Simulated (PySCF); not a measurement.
HCN, singlet: molecular constants

Method: B3LYP in PySCF with C def2-TZVP, N def2-TZVP, H def2-TZVP; no relativity; density-fitted integrals.

The structure is a minimum.

```
Point group                                                                   : C∞v
Bond lengths                                                                  : C–H 1.067 Å, C–N 1.146 Å
Bond angles                                                                   : H–C–N 180.0°
Principal quadrupole moments (Buckingham, traceless) about the centre of mass : -1.16, -1.16, 2.31 D Å
Entropy at 298.15 K and 1 bar                                                 : 201.2 J/(mol K)
Lowest empty level                                                            : -0.02 eV
Rotational symmetry number                                                    : 1
Atomisation energy without zero-point energy                                  : 1309 kJ/mol
Zero-point energy                                                             : 43.0 kJ/mol
Dipole moment                                                                 : 3.03 D
Principal polarisabilities                                                    : 11.6, 11.6, 21.9 bohr³
Enthalpy at 298.15 K above 0 K                                                : 9.14 kJ/mol
Heat capacity Cp at 298.15 K                                                  : 35.0 J/(mol K)
Rotational constants                                                          : 1.5 cm⁻¹
Highest occupied level                                                        : -10.16 eV
```

Harmonic modes (masses in u: C 12.000, N 14.003, H 1.008):
```
symmetry  ω (cm⁻¹)  IR (km/mol, summed over degenerate members)     type
       π       767                                         74.1     bend
      σ+      2204                                          1.5  stretch
      σ+      3447                                         66.4  stretch
```

In C∞v the vibrations span π + 2σ+.

Charges (e):
| atom | Mulliken | Löwdin | polar tensor | Mayer order to C1 |
| --- | --- | --- | --- | --- |
| C1 | -0.18 | -0.17 | -0.06 | – |
| N2 | -0.01 | 0.05 | -0.20 | 3.08 |
| H3 | 0.19 | 0.12 | 0.26 | 0.93 |

Mulliken populations on C1: s 3.21, p 2.92, d 0.04, f 0.01.

Counting electrons, carbon keeps none of its valence electrons outside its bonds, so the VSEPR class is AX2 and the expected shape is linear; with unlike ligands the computed point group is C∞v.

This need not be the most stable arrangement of these atoms.

The final relaxation and frequency run took 7.6 s on 2 threads of a shared Arm Neoverse V2 host, with 68 basis functions and 11 gradients; the process peaked at 0.66 GiB.
